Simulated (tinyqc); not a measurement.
Born-Oppenheimer dynamics on the unrestricted PBE/sto-3g surface (energies and gradients from PySCF), for LiH+, spin multiplicity 2, step by step. Computed by tinyqc, a small Python program that keeps every step (integrals from PySCF). Settings: charge = 1, multiplicity = 2, basis = sto-3g, functional = pbe,pbe, time step (fs) = 0.5, steps = 24. Command: `OMP_NUM_THREADS=1 python tinyqc.py 21489 21490 out.jsonl` (the two numbers bound the seeds that draw the settings). One thread of a shared host (Intel(R) Xeon(R) Processor @ 2.60GHz), about 10 s of CPU time with the checks.

positions (bohr):
```
          x       y       z
1Li  0.0000  0.0000  0.0000
2H   0.0000  0.0000  3.1917
```

The total energy should stay constant up to terms of order dt^2; the step counts as short enough if it moves by less than 2 % of the largest kinetic energy.

Trajectory:
```
time (fs)  1Li-2H (angstrom)  potential (hartree)  kinetic (hartree)  total (hartree)
0.0000                1.6890            -7.636139           0.000526        -7.635612
0.5000                1.6857            -7.636007           0.000395        -7.635612
1.0000                1.6855            -7.635997           0.000385        -7.635612
1.5000                1.6883            -7.636110           0.000497        -7.635612
2.0000                1.6941            -7.636340           0.000726        -7.635613
2.5000                1.7029            -7.636674           0.001060        -7.635614
3.0000                1.7144            -7.637095           0.001480        -7.635615
3.5000                1.7287            -7.637582           0.001966        -7.635617
4.0000                1.7454            -7.638113           0.002495        -7.635618
4.5000                1.7644            -7.638663           0.003044        -7.635619
5.0000                1.7855            -7.639211           0.003591        -7.635620
5.5000                1.8085            -7.639738           0.004116        -7.635621
6.0000                1.8331            -7.640225           0.004603        -7.635622
6.5000                1.8590            -7.640660           0.005038        -7.635622
7.0000                1.8861            -7.641033           0.005411        -7.635622
7.5000                1.9142            -7.641338           0.005716        -7.635622
8.0000                1.9430            -7.641572           0.005950        -7.635622
8.5000                1.9723            -7.641735           0.006113        -7.635622
9.0000                2.0020            -7.641829           0.006207        -7.635622
9.5000                2.0318            -7.641856           0.006235        -7.635621
10.0000               2.0617            -7.641823           0.006203        -7.635621
10.5000               2.0914            -7.641736           0.006116        -7.635620
11.0000               2.1208            -7.641599           0.005980        -7.635620
11.5000               2.1499            -7.641421           0.005802        -7.635619
12.0000               2.1785            -7.641207           0.005588        -7.635619
```

Is the time step short enough?

Yes. The total energy moves within 1.0e-05 hartree, under 2 % of the largest kinetic energy.
